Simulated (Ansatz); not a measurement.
Born–Oppenheimer molecular dynamics of H6OSi (8 atoms, charge 0, multiplicity 1). It starts from a rough guess of a transition structure, not a stationary point.

The calculation used UKS PBE0-D4/def2-SVP (Ansatz 0.2.0).

| Property | Result |
| --- | --- |
| ensemble | NVE (velocity Verlet) |
| time step | 0.5 fs |
| steps asked | 150 |
| starting velocities drawn for | 300 K |
| seed | 745519 |

First frame:

```xyz
8
Properties=species:S:1:pos:R:3
Si -0.489 0.497 -0.381
O 0.696 -1.071 0.239
H -0.869 -0.238 -1.600
H -1.727 0.634 0.372
H 0.215 1.674 -0.873
H 0.880 -0.222 1.185
H 0.464 0.663 1.228
H 0.830 -1.937 -0.170
```

(1) How far do the bonds stretch over the last three quarters of this one trajectory? (Pairs bonded in most of those frames.)

Results:

(1) 
```tsv
bond	mean (Å)	spread (Å)	shortest	longest
Si1–O2	1.679	0.137	1.50	1.90
Si1–H3	1.504	0.026	1.46	1.54
Si1–H4	1.503	0.034	1.45	1.55
Si1–H5	1.493	0.025	1.45	1.53
O2–H8	0.971	0.037	0.91	1.03
H6–H7	0.766	0.022	0.73	0.80
```

Mean temperature of the second half: 2412 K. The conserved energy stayed within 0.36 meV per atom of its start (net change 0.13 meV per atom), so the integration is sound. The kinetic energy rose, since the run started high on the potential surface and went downhill. It ends in pieces (H2 + H4OSi), so much of that is their flight and rotation, not heat. A run of 0.075 ps of so small a system gives no equilibrium averages. The orbitals were unrestricted but ended closed-shell.

The run took 5.1 min on 1 thread of Arm Neoverse V1 (shared host), peak memory 0.13 GiB.
